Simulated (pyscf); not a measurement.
Single points on ωB97X-D3(BJ)/def2-SVP structures (PySCF, gas phase). MP2 and CC: frozen core, UHF for open shells. ΔMP2 is the change of the MP2 total energy from the triple- to the quadruple-zeta basis.

### Question
`[NH]=[SiH]` [doublet] + `[FH]` → `[NH][SiH2][F]` [doublet]
Surface: doublet. Broken: F–H. Formed: H–Si, F–Si. Give ΔE‡ and ΔE from CCSD(T)/def2-TZVPP + ΔMP2(QZVPP), relative to the separated reactants.

### Answer
ΔE‡ = 20.8 kcal/mol, ΔE = -54.6 kcal/mol. Zero-point energy shifts the barrier by -0.6 kcal/mol. It is an insertion, with an imaginary mode of 1168i cm⁻¹. On the reactant side the descent ends in a complex, 8.0 kcal/mol under the separated species and 22.9 kcal/mol under the saddle at ωB97X-D3(BJ)/def2-TZVP. At ωB97X-D3(BJ) the barrier from the zero used here is 15.0 kcal/mol. From the product side, HN=SiH–F + H• lies, by one bond made or cut, 25.5 kcal/mol under this saddle at ωB97M-D3(BJ). The same reactants have a lower exit, to H₂N–SiH•–F (barrier +1.2 kcal/mol at ωB97M-D3(BJ), against +16.4 kcal/mol here). •HN–SiH₂–F lies 17.7 kcal/mol over its isomer H₂N–SiH•–F (electronic energy, ωB97M-D3(BJ)). This is the saddle that the search found; another between the same sides may lie lower. The CCSD(T) − MP2 part came from Ansatz, without density fitting, on the same reference. An open-shell T1 diagnostic exceeds 0.045. A UHF reference is spin-contaminated (<S²> up to 0.90), which harms MP2 most.
